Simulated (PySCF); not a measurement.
Homolysis of single bonds, series silaethenyl-X. All species are isolated molecules in the gas phase. One relaxed conformer stands for each flexible species; it need not be the lowest. Strings in code marks are SMILES.

The dipole moment from two functionals at the same geometries (PBE0-D3(BJ)/def2-TZVP), both in PySCF: PBE-D3(BJ)/def2-TZVP and ωB97X-D3(BJ)/def2-TZVP. 

```
species                        ωB97X-D3(BJ)/def2-TZVP (D)
-----------------------------  --------------------------
radical fragment (`[CH2]C`)                          0.31
radical fragment (`C[CH]C`)                          0.22
radical fragment (`C[O]`)                            2.04
radical fragment (`[NH2]`)                           1.97
whole molecule (`C#C[SiH]=C`)                        1.49
radical fragment (`[BH2]`)                           0.54
```

What does PBE-D3(BJ)/def2-TZVP give for each?


- radical fragment (`[CH2]C`): 0.35
- radical fragment (`C[CH]C`): 0.22
- radical fragment (`C[O]`): 2.09
- radical fragment (`[NH2]`): 1.91
- whole molecule (`C#C[SiH]=C`): 1.06
- radical fragment (`[BH2]`): 0.51
Over these rows, drawn at random from the members with no instability flagged (it was tested for open shells, ions and some series alone), PBE minus ωB97X-D3(BJ): mean -0.07 D, from -0.43 D to +0.05 D.
